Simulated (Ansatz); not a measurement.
Input file:

```yaml
crystal:
  periodic: [false, false, false]
  atoms:
    - {symbol: Ge, position_ang: [0.000000, 0.000000, 0.000000]}
    - {symbol: H, position_ang: [1.685905, 0.046488, -0.006500]}
    - {symbol: H, position_ang: [-0.883179, 1.436779, 0.011900]}
    - {symbol: H, position_ang: [-0.802727, -1.483267, -0.005400]}
basis:
  gaussian: {orbitals: aug-cc-pVDZ}
total_charge: -1
magnetization: {spin_polarized: true, initial_magnetization: 2}
hamiltonian: {xc: {name: wB97M-V}}
output: {forces: true, orbitals: {seedname: orbitals}}
```

```sh
$ ansatz run in.yaml --threads 1 --pin off --events-out ev --progress --plain --max-ram 2393MiB
```

Question: Roughly how long does this take on 1 thread of Arm Neoverse V2, shared host, and how much host memory?

Answer: 10 s wall and 0.23 GiB.

```
  # Of w^i u^j: cxij and so on, Table III.
  gx(w, u) = 1 - cx + cx01*u + cx10*w
  gss(w, u) = css00 + css04*u^4 + css10*w + css20*w^2 + css43*w^4*u^3
  gos(w, u) = cos00 + cos10*w + (cos20 + cos21*u)*w^2 + (cos60 + cos61*u)*w^6
      + integral(e_c_pw_mod_opposite_spin*gos(b97_w_opposite, b97_u_opposite)) + vv10(b, c)
659 factors; integrals over basis functions are off by at most 7.5e-4 eV
250 factors; integrals over basis functions are off by at most 1.3e-5 eV
mean field evaluation 1: about -56559.2092 eV, gradient 9.7e0 eV
mean field evaluation 2: about -56559.8581 eV, gradient 5.5e0 eV
mean field evaluation 4: about -56560.0389 eV, gradient 2.7e-1 eV
mean field evaluation 8: about -56560.0502 eV, gradient 6.1e-2 eV
mean field evaluation 16: about -56560.0507 eV, gradient 9.0e-5 eV
mean field -56560.05066874 eV, -2078.5435242970 hartree, gradient 2.5e-5 eV, S^2 2.004500; 4 other end points of the search recorded, 0 dependent functions left out
the calculation of the forces begins
reference -56560.05070023 eV, -2078.5435254542 hartree; 19, 17 occupied and 44, 46 virtual orbitals, 659 factors
Total energy: -56560.05070023 eV, -2078.5435254542 hartree
Atom 0 at     0.000000     0.000000     0.000000 Å, force    -0.000113    -0.000003     0.000000 eV/Å
Atom 1 at     1.685905     0.046488    -0.006500 Å, force    -0.469254    -0.012939     0.001809 eV/Å
Atom 2 at    -0.883179     1.436779     0.011900 Å, force     0.245881    -0.399944    -0.003313 eV/Å
Atom 3 at    -0.802727    -1.483267    -0.005400 Å, force     0.223486     0.412887     0.001503 eV/Å
Dipole moment:    -0.000073    -0.000002     0.000000 e Å
```

Forces (eV/Å):
```
Ge   0.000  0.000  0.000
H   -0.469 -0.013  0.002
H    0.246 -0.400 -0.003
H    0.223  0.413  0.002
```
